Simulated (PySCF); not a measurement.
A species of formula C4H5P has this rotational fingerprint, computed with PBE0-D3(BJ)/def2-SVP geometry optimisation, gas phase (PySCF 2.14.0):

| Item | Value |
| --- | --- |
| Rotational constants | A = 7360, B = 5059, C = 3065 MHz |
| Dipole components | \|μa\| = 0.50 D, \|μb\| = 0.00 D, \|μc\| = 0.54 D |
| Inertial defect | -3.69 u·Å² |
| κ | -0.07 |

**Question.** Which structure is it? (One computed conformer of each.)
A. `c1cc[pH]c1`
B. `[CH2:1]=[CH:2][P:3]1[CH:4]=[CH:5]1` with C1–C2–P3–C4 -159°

**Answer.** A. It is c1cc[pH]c1, an asymmetric top, point group Cs. The candidates at the same level (rigid rotor, commonest isotopes):

```
    SMILES  A (MHz)  B (MHz)  C (MHz)  μa (D)  μb (D)  μc (D)  Δ (u·Å²)  point group                        rotor
c1cc[pH]c1     7360     5059     3065    0.50    0.00    0.54     -3.69           Cs               asymmetric top
 C=CP1C=C1    12672     2587     2463    0.38    1.38    0.00    -29.99           Cs  near-prolate asymmetric top
```

`C=CP1C=C1` has A 72 % too high. In the right answer the mirror of this Cs structure is the ac plane, so μb vanishes by symmetry. No structure here is proved a minimum.
